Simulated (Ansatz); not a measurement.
Al–Al–OH, quartet in cc-pVDZ: errors against UCCSDT(Q)

Geometry: displaced at random from a stationary point.

```yaml
atoms:
  - { symbol: Al, position_ang: [0.0023, -0.0018, -2.7963] }
  - { symbol: Al, position_ang: [0.0015, -0.0180, -0.4630] }
  - { symbol: O, position_ang: [0.0495, 0.0413, 1.1419] }
  - { symbol: H, position_ang: [-0.0533, -0.0215, 2.1175] }
```

Basis cc-pVDZ; Ansatz 0.2.0. Correlated methods freeze the noble-gas cores, which leaves 13 electrons in 44 orbitals. Prefix R: restricted or restricted open-shell reference; prefix U: unrestricted.

Full CI isn't at hand for all of this; UCCSDT(Q) serves as the reference, and is uncertain by about the last step of the cluster series. The frozen core follows each run's orbitals, which can shift R against U totals by a few meV.

For open shells CISD is restricted-active-space CI with the open shells as a complete middle space.

- UHF ⟨S²⟩: 3.761
- T1 diagnostic (RCCSD): 0.0279
- largest doubles amplitude (RCCSD): 0.064
- T1 diagnostic (UCCSD): 0.0249

```csv
level,E − E(UCCSDT(Q)) (meV),share of correlation (%),wall time
RHF,8099,0.00,–
UHF,8054,0.56,–
RMP2,859,89.39,–
UMP2,867,89.30,–
CISD,984,87.86,11 s
RCCSD,284,96.50,–
UCCSD,283,96.50,–
RCCSD(T),62,99.23,8 s
UCCSD(T),62,99.23,8 s
BCCD(T),60,99.26,4.2 s
RCCSDT,27,99.67,–
UCCSDT,26,99.68,–
RCCSDT(Q),2,99.97,1.9 min
```

The correlation energy at UCCSDT(Q), counted from RHF, is -8.099 eV. That run took 1.7 min on 1 thread of Arm Neoverse V2, shared host.

Times hold each run's SCF and search for its determinant on a shared host, so for small cases they say little of a method's own cost; they ran on 1 thread of Arm Neoverse V2.
